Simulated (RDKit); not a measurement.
RDKit input (UFF):

```python
from rdkit import Chem
from rdkit.Chem import AllChem, rdDetermineBonds

mol = Chem.MolFromXYZFile('mol.xyz')
rdDetermineBonds.DetermineBonds(mol, charge=1)
print('SMILES', Chem.MolToSmiles(Chem.RemoveHs(mol)))
ff = AllChem.UFFGetMoleculeForceField(mol)
e0 = ff.CalcEnergy()
flag = ff.Minimize(maxIts=5000, forceTol=1e-5)
print(f'energy {e0:.4f} -> {ff.CalcEnergy():.4f} kcal/mol, converged: {flag == 0}')
print(Chem.MolToXYZBlock(mol))
```
mol.xyz:
```
5

N     -0.00000000     0.00000000     0.00000000
H      0.01428541     0.96188359    -0.35397200
H      0.83339821    -0.49769460    -0.32934452
H     -0.84032710    -0.47735428    -0.34161902
H     -0.00735652     0.01316529     1.02493554
```

### Question
Which steric energies does it print, before and after the minimisation?

### Answer
1.46 and 0.67 kcal/mol. They count from the force field's own zero for this bonding and are no heats of formation.
